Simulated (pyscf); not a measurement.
9 silicon, germanium or tin steps of one kind (hydrogen abstraction, radical): barrier in eV, from the separated reactants or the lowest minimum found. Structures and frequencies: ωB97X-D3(BJ)/def2-SVP in PySCF. Functionals in def2-TZVP; the last column is ωB97M-D3(BJ)/def2-TZVP. Rows were drawn at random from the steps of this kind and element class whose saddle was verified and whose references are stable.

```json
[
 {"step": "H₃Si–SiH₃ + SiH₃• -> •H₂Si–SiH₃ + SiH₄", "PBE": "0.07", "M06-2X": "0.34", "B3LYP-D3(BJ)": "0.16", "ωB97M-D3(BJ)": "0.30"},
 {"step": "H₃C–O–SiH₃ + H• → •H₂C–O–SiH₃ + H₂", "PBE": "0.14", "M06-2X": "0.46", "B3LYP-D3(BJ)": "0.15", "ωB97M-D3(BJ)": "0.39"},
 {"step": "•O–Si(=O)–OH + H₂ → O=Si(OH)–OH + H•", "PBE": "0.05", "M06-2X": "0.33", "B3LYP-D3(BJ)": "0.17", "ωB97M-D3(BJ)": "0.28"},
 {"step": "SiH₄ + •H₂C–Cl -> SiH₃• + H₃C–Cl", "PBE": "0.21", "M06-2X": "0.39", "B3LYP-D3(BJ)": "0.33", "ωB97M-D3(BJ)": "0.45"},
 {"step": "H₃C–SnH₃ + CH₃• → •H₂C–SnH₃ + CH₄", "PBE": "0.37", "M06-2X": "0.63", "B3LYP-D3(BJ)": "0.51", "ωB97M-D3(BJ)": "0.65"},
 {"step": "•O–Sn(OH)(OH)–OH + H₂ -> HO–Sn(OH)(OH)–OH + H•", "PBE": "-0.17", "M06-2X": "0.16", "B3LYP-D3(BJ)": "0.00", "ωB97M-D3(BJ)": "0.11"},
 {"step": "•H₂C–SiH₃ + HCl → H₃C–SiH₃ + Cl•", "PBE": "-0.16", "M06-2X": "0.05", "B3LYP-D3(BJ)": "-0.07", "ωB97M-D3(BJ)": "0.09"},
 {"step": "F–SiH(F)–O–SiH₃ + H• -> F–Si•(F)–O–SiH₃ + H₂", "PBE": "0.08", "M06-2X": "0.41", "B3LYP-D3(BJ)": "0.13", "ωB97M-D3(BJ)": "0.36"},
 {"step": "F–CH•–F + SiH₄ -> F–CH₂–F + SiH₃•", "PBE": "0.13", "M06-2X": "0.37", "B3LYP-D3(BJ)": "0.28", "ωB97M-D3(BJ)": "0.39"}
]
```

Differences from the last column (eV): PBE: mean -0.26, median -0.25, mean size 0.26, lower in 9 of 9; M06-2X: mean +0.01, median +0.04, mean size 0.05, lower in 4 of 9; B3LYP-D3(BJ): mean -0.15, median -0.13, mean size 0.15, lower in 9 of 9. PBE is closest for row 1 (0.23 eV apart) and farthest for row 8 (0.28 eV). PBE, r²SCAN and M06-2X carry no added dispersion term. The last column is a level with limits of its own. Each barrier is that of the saddle found. Left out: the spin-orbit lowering of Cl. Elements past Kr carry the def2 core potentials, without spin-orbit coupling.
